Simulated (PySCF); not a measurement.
## Magnesium: a sound run and one with changed settings

Sound run: Mg [Ne] 3s2, Mg+ [Ne] 3s1. Computed with PySCF 2.14 in def2-TZVP (5s4p3d, 32 functions), with the non-relativistic Hamiltonian (point nucleus). The sound run starts from symmetry-adapted Hartree-Fock orbitals and uses a fine grid where one is needed.

Changed run: 6 angular points. This setting is unsound on purpose.

```
species  method  sound run (hartree)  changed run (hartree)  converged
     Mg     UHF           -199.60663             -199.60663        yes
     Mg     PBE           -199.94297             -199.94297        yes
     Mg  M06-2X           -200.04949             -200.04949        yes
    Mg+     UHF           -199.36368             -199.36368        yes
    Mg+     PBE           -199.66248             -199.66248        yes
    Mg+  M06-2X           -199.76348             -199.76348        yes
```

Ionisation energy of Mg:

| method | sound run (eV) | changed run (eV) |
| --- | --- | --- |
| UHF | 6.611 | 6.611 |
| PBE | 7.633 | 7.633 |
| M06-2X | 7.783 | 7.783 |

Here the setting changes nothing at the digits shown.

For comparison, NIST gives 7.646 eV between the lowest levels.
